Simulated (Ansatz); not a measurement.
Chalcopyrite ZnGeP2

Method: PBE-D4 in Ansatz (PAW).

Run with plane-wave cutoff 500 eV, 10×10×10 k mesh, gaussian smearing 0.02 eV, scalar-relativistic PAW data made under PBE.

Cell (relaxed at this level):

```cif
data_Ge4P8Zn4
_chemical_formula_sum 'Zn4 Ge4 P8'
_space_group_name_H-M_alt 'I-42d'
_space_group_IT_number 122
_space_group_name_Hall 'I -4 2bw'
_cell_length_a 5.43277
_cell_length_b 5.43277
_cell_length_c 10.71463
_cell_angle_alpha 90.000
_cell_angle_beta 90.000
_cell_angle_gamma 90.000
loop_
_atom_site_label
_atom_site_type_symbol
_atom_site_symmetry_multiplicity
_atom_site_Wyckoff_symbol
_atom_site_fract_x
_atom_site_fract_y
_atom_site_fract_z
_atom_site_occupancy
Zn1 Zn 4 a 0.00000 0.00000 0.00000 1
Ge1 Ge 4 b 0.00000 0.00000 0.50000 1
P1 P 8 d 0.25233 0.25000 0.12500 1
```
(The calculation used a cell of 8 atoms; values per cell refer to that cell.)

band gap: 1.21 eV (on the SCF k mesh)

Measured, for comparison: band gap 2.05 eV (temperature not stated, no zero-point or thermal correction, pseudodirect, our sources range from 1.80 to 2.20; as tabulated in Rashkeev et al. (1999), arXiv:cond-mat/9809378).

Spin–orbit coupling is not included.

Computed values are for the static lattice.

Ansatz is a first-principles code.
